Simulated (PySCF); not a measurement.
**`C[C@@H]1C[C@@H]1CF`, C5H9F**

Geometry:
```
atom   x (Å)   y (Å)   z (Å)
  C1   1.554  -0.748  -0.144
  C2   0.795   0.555  -0.142
  C3   0.085   1.029   1.090
  C4  -0.710   0.610  -0.114
  C5  -1.561  -0.628  -0.046
  F6  -1.861  -1.080  -1.314
  H7   1.160  -1.442   0.593
  H8   1.503  -1.217  -1.126
  H9   2.600  -0.564   0.093
 H10   1.270   1.317  -0.749
 H11   0.073   0.369   1.945
 H12   0.116   2.075   1.351
 H13  -1.176   1.396  -0.696
 H14  -1.059  -1.452   0.468
 H15  -2.522  -0.418   0.438
```

Method: GIAO B3LYP/pcSseg-1 magnetisability, rotational g tensor and spin-rotation constants, non-relativistic, gas phase in PySCF 2.14.0. Geometry: GFN2-xTB, dihedral held. The dihedral C2–C4–C5–F6 is held at 270°.

(1) Give the nuclear spin-rotation constants along the inertial axes (H = +C I·J) beside the isotropic shieldings.

Results:

(1) Rotational constants 5.5615, 2.5526, 2.0271 GHz. A star marks the isotopologue with that one atom substituted, in its own axes.
| atom | isotope | Caa (kHz) | Cbb (kHz) | Ccc (kHz) | mean (kHz) | σ (ppm) |
| --- | --- | --- | --- | --- | --- | --- |
| F6 | 19F | 1.131 | 1.365 | 0.802 | 1.099 | 406.7 |
| H7 | 1H | -0.581 | -0.292 | 0.012 | -0.287 | 31.4 |
| H8 | 1H | -0.380 | -0.107 | -0.160 | -0.216 | 30.1 |
| H9 | 1H | 0.110 | -0.259 | -0.222 | -0.124 | 30.2 |
| H10 | 1H | -0.476 | -0.279 | -0.017 | -0.257 | 30.8 |
| H11 | 1H | -0.652 | -0.305 | 0.010 | -0.316 | 32.2 |
| H12 | 1H | -0.434 | -0.088 | -0.202 | -0.241 | 31.2 |
| H13 | 1H | -0.523 | -0.219 | -0.042 | -0.261 | 30.6 |
| H14 | 1H | -0.508 | -0.134 | -0.004 | -0.215 | 27.6 |
| H15 | 1H | -0.314 | 0.026 | -0.166 | -0.151 | 26.6 |
| C1 | 13C* | 0.900 | 0.333 | 0.290 | 0.508 | 165.8 |
| C2 | 13C* | 0.839 | 0.430 | 0.231 | 0.500 | 166.9 |
| C3 | 13C* | 0.907 | 0.341 | 0.229 | 0.492 | 171.7 |
| C4 | 13C* | 1.117 | 0.376 | 0.226 | 0.573 | 161.5 |
| C5 | 13C* | 1.369 | 0.677 | 0.507 | 0.851 | 93.9 |

For the geometry as given, no vibrational averaging.
